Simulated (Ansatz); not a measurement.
`C[O][AlH2]`, 8 atoms. Total charge 0; spin multiplicity 1. All runs use 4 threads of an Arm Neoverse V2 on a shared host. Correlated methods freeze the cores. Open-shell runs search over several starts.

Q: Give the basis size and wall time and peak host memory of each of these runs in Ansatz. UKS PBE0-D4/def2-TZVPP energy of the cation; RHF-CCSD(T)/def2-SVP energy; RHF-MP2/def2-QZVPP energy; UHF-CCSD(T)/def2-TZVPP energy of the cation; UKS B2PLYP (frozen core)/def2-TZVPP energy of the cation; UHF-MP2/def2-QZVPP energy of the cation; UKS ωB97M-V/def2-TZVPP energy of the cation; RKS r2SCANh-D4/def2-TZVPP energy; RKS ωB97M-V/def2-QZVPP energy; RHF-CCSD(T)/def2-TZVPP energy; UKS PBE-D4/def2-TZVPP energy of the cation; RKS PBE0-D4/def2-TZVP relaxation (7 steps). (An estimate is asked.)

A: Ansatz gave: Other jobs shared the machine, so times are rough.

```
                              level                   job  functions  wall time  peak host memory (GiB)
               RHF-CCSD(T)/def2-SVP                energy         71     0.55 s                    0.33
          RKS r2SCANh-D4/def2-TZVPP                energy        174      1.6 s                    0.33
             UKS PBE0-D4/def2-TZVPP  energy of the cation        174      4.2 s                    0.51
              UKS PBE-D4/def2-TZVPP  energy of the cation        174      4.3 s                    0.36
                 RHF-MP2/def2-QZVPP                energy        334      4.7 s                     1.2
             RKS ωB97M-V/def2-QZVPP                energy        334      5.5 s                    0.89
              RKS PBE0-D4/def2-TZVP  relaxation (7 steps)        129        7 s                    0.22
             RHF-CCSD(T)/def2-TZVPP                energy        174       10 s                     1.5
UKS B2PLYP (frozen core)/def2-TZVPP  energy of the cation        174       14 s                    0.52
             UKS ωB97M-V/def2-TZVPP  energy of the cation        174       16 s                    0.71
                 UHF-MP2/def2-QZVPP  energy of the cation        334       33 s                     1.3
             UHF-CCSD(T)/def2-TZVPP  energy of the cation        174       76 s                     3.6
```
